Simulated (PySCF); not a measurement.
## Frontier levels across methods

C₂H₃N.
Atom-mapped SMILES: `[CH3:1][C:2]#[N:3]` (hydrogens: H4, H5, H6 on C1)

Structure used (PBE0-D3(BJ)/def2-SVP), in Å, numbered top down from 1:
```xyz
6
C2H3N angstrom
C     -0.4728    0.0111   -0.0590
C      0.9703   -0.0697    0.0829
N      2.1199   -0.1346    0.1955
H     -0.8440   -0.8295   -0.6627
H     -0.9557   -0.0246    0.9283
H     -0.7546    0.9512   -0.5543
```

Basis pcSseg-2 throughout (PySCF), one geometry. Isolated species at its PBE0-D3(BJ)/def2-SVP geometry, gas phase.

Problem. How do the orbital energies, the gap and the dipole change with the method?

Solution. 
| method | kind | HOMO (eV) | LUMO (eV) | gap (eV) | μ (D) | SCF cycles |
| --- | --- | --- | --- | --- | --- | --- |
| BLYP | GGA | -7.96 | -0.49 | 7.47 | 3.98 | 14 |
| KT2 | GGA | -8.06 | -0.38 | 7.68 | 3.96 | 14 |
| B97-D | GGA | -8.06 | -0.33 | 7.73 | 3.98 | 13 |
| OPBE | GGA | -8.08 | -0.43 | 7.65 | 3.95 | 14 |
| PBE | GGA | -8.10 | -0.43 | 7.67 | 3.99 | 14 |
| KT3 | GGA | -8.11 | -0.69 | 7.42 | 3.92 | 14 |
| BP86 | GGA | -8.19 | -0.41 | 7.78 | 4.00 | 14 |
| LDA | LDA | -8.27 | -0.53 | 7.75 | 4.10 | 14 |
| B97-2 | global hybrid | -9.18 | 0.26 | 9.44 | 4.04 | 12 |
| B3LYP | global hybrid | -9.21 | -0.09 | 9.12 | 4.05 | 12 |
| PBE0 | global hybrid | -9.46 | 0.25 | 9.70 | 4.06 | 13 |
| mPW1PW91 | global hybrid | -9.48 | 0.18 | 9.66 | 4.06 | 12 |
| BHandHLYP | global hybrid | -10.68 | 0.67 | 11.35 | 4.14 | 12 |
| CAM-B3LYP | range-separated hybrid | -10.90 | 0.85 | 11.76 | 4.10 | 12 |
| wB97X-D | range-separated hybrid | -11.37 | 1.93 | 13.30 | 4.08 | 12 |
| LC-wPBE | range-separated hybrid | -12.38 | 2.00 | 14.38 | 4.10 | 12 |
| HF | Hartree–Fock | -12.56 | 2.20 | 14.76 | 4.26 | 10 |

The HOMO spans 4.60 eV, from BLYP down to HF, and the gap runs from 7.42 eV (KT3) to 14.76 eV (HF). Over the methods BLYP (0 %), KT2 (0 %), B97-D (0 %), OPBE (0 %), PBE (0 %), KT3 (0 %), BP86 (0 %), LDA (0 %), B97-2 (21 %), B3LYP (20 %), PBE0 (25 %), mPW1PW91 (25 %), BHandHLYP (50 %), HF (100 %), a straight line through the gap against the share of exact exchange rises by 0.72 eV for each 10 % (correlation coefficient 0.997). The dipole ranges from 3.92 D (KT3) to 4.26 D (HF). This basis has no diffuse functions.

Reference dipole: 3.92 D (measured, gas; NIST CCCBDB Release 22 (SRD 101), experimental dipoles); nearest here: KT3 (3.92 D). 

The vertical ΔSCF ionisation energy at CAM-B3LYP/def2-SVPD is 12.35 eV; −ε(HOMO) comes closest to it with LC-wPBE (12.38 eV).
